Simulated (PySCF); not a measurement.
Fill in the blanks.

C4H7O (doublet state).
SMILES: `[H]/[C]=C\CCO`

Conformer (atom-mapped SMILES and torsion angles): `[H]/[C:1]=[CH:2]\[CH2:3][CH2:4][OH:5]`: C1–C2–C3–C4 -100°, C2–C3–C4–O5 63°, H–O5–C4–C3 -53°.

| property | level | value |
| --- | --- | --- |
| point group | PBE0-D3(BJ)/def2-SVP | ? |
| rotational constants A, B, C | PBE0-D3(BJ)/def2-SVP | 9.183, 3.675, 2.949 GHz |
| dipole moment | PBE0-D3(BJ)/def2-SVP | ? |
| isotropic g value | unrestricted B3LYP/IGLO-III on C O, pcH-1 on H, mean-field spin–orbit | 2.00217 |
| spin squared ⟨S²⟩ | unrestricted B3LYP/IGLO-III on C O, pcH-1 on H | ? |
| largest isotropic hyperfine couplings (means over sets of like nuclei) | unrestricted B3LYP/IGLO-III on C O, pcH-1 on H | 13C +324.9, 1H +101.4, 13C +67.7, 1H +53.6, 13C -12.3 MHz |

Gas-phase values; electronic properties from PySCF, density fitting. The structure is a single PBE0-D3(BJ)/def2-SVP conformer in the gas phase; no vibrational or solvent corrections. Couplings of like nuclei are plain means over topologically equivalent atoms, as if these changed places fast (by rotation of a methyl-like group, say); in this geometry the members of some sets differ.

The dipole moment?

1.28 D.

The point group?

C1.

What is the spin squared ⟨S²⟩?

0.760.

With B = h/(8π²I), that is 505.379 GHz u Å² over I, the principal moments of inertia are 55.0, 137.5 and 171.4 u Å² (most abundant isotopes); the inertial defect Ic − Ia − Ib is -21.1 u Å² (zero for a rigid planar frame, negative otherwise). At 9.50 GHz, hν = g·μB·B₀ (B₀ the magnetic field) puts the centre of the isotropic spectrum, to first order, at 339.0 mT. The dipole matches unit charges of opposite sign 0.27 Å apart (1 e·Å = 4.8032 D). g_iso is shifted by about -150 ppm from the free-electron value 2.002319. ⟨S²⟩ is 0.010 above the pure-spin value S(S + 1) = 0.75. A dipole of 1.28 D is allowed in C1, and pure rotational transitions are dipole-allowed.
